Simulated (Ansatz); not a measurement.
System: 2H WS2. Method: r²SCAN+rVV10 (Ansatz, a first-principles code, PAW).

Run with plane-wave cutoff 600 eV, 12×12×4 k mesh (along the axes of the cell as run), finite displacements, no spin polarisation, scalar-relativistic PAW data made under PBE.

Computed at the level's own relaxed cell.

```
WS2
1.0
    3.16997     0.00000     0.00000
   -1.58498     2.74527     0.00000
    0.00000     0.00000    12.49182
W S
2 4
Direct
  0.66667   0.33333   0.75000
  0.33333   0.66667   0.25000
  0.66667   0.33333   0.37510
  0.33333   0.66667   0.87510
  0.33333   0.66667   0.62490
  0.66667   0.33333   0.12490
```

Harmonic phonon frequencies (cm⁻¹; i marks an imaginary mode; at Γ without the LO shift):

```json
[
 {"q point": "Γ", "frequencies": "0 0 0 25 25 43 296 296 298 298 356 356 356 356 421 426 438 442"}
]
```
